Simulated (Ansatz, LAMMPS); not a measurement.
# hcp Zn, bulk modulus B0

Reference value: 69.7 GPa (measured, zero-point energy and finite temperature contributions removed, our sources range from 64.7 to 69.7; as tabulated in doi:10.1021/acs.jctc.3c00612).

```csv
level (code),value (GPa),cell (Å³/atom)
COMB comb3 (LAMMPS),82.3,15.27
Lennard-Jones uff-vdw (LAMMPS),4.32,13.68
LDA (Ansatz),?,13.62
PBE (Ansatz),62.5,15.24
PBEsol (Ansatz),81.8,14.22
r²SCAN (Ansatz),?,14.47
```

Task: What belongs in the gaps?

Result: 
- LDA (Ansatz, an electronic-structure program), value (GPa): 92.4
- r²SCAN (Ansatz), value (GPa): 75.6

Errors against the reference: COMB comb3 +18.1 %, Lennard-Jones uff-vdw -94 %, LDA +33 %, PBE -10.3 %, PBEsol +17.4 %, r²SCAN +8.5 %.

Leaving aside COMB comb3 (doubt noted below), Lennard-Jones uff-vdw (doubt noted below): Once the reference is moved by up to 7.2 % (a margin picked here for doubts on the reference and the settings) and values within 1.7 % count as equal, the nearest can be r²SCAN (+8.5 %) or PBE (-10.3 %). Farthest off among them: LDA (+33 %).

Published values of wave-function and many-body methods: 70.2 ± 0.4 GPa (published DMC value, as the paper gives it (see its text on zero-point and thermal terms); Santana et al. (2015), arXiv:1406.3169).

COMB comb3, Lennard-Jones uff-vdw: the cell has another shape than the first-principles one, perhaps another minimum in the same group. Lennard-Jones uff-vdw: this is a force field's van der Waals term alone, without bonds or charges. Each level is taken at its own relaxed cell. Cutoffs differ between the levels. Ansatz's density-functional and Hartree–Fock values are scalar-relativistic unless marked +SOC, with PAW data made under PBE.

Empirical potentials (COMB comb3) are fitted to chosen data: where that held the value shown, agreement is built in, and what lay outside the fit can be far off.

Differences are worked out from the printed values.
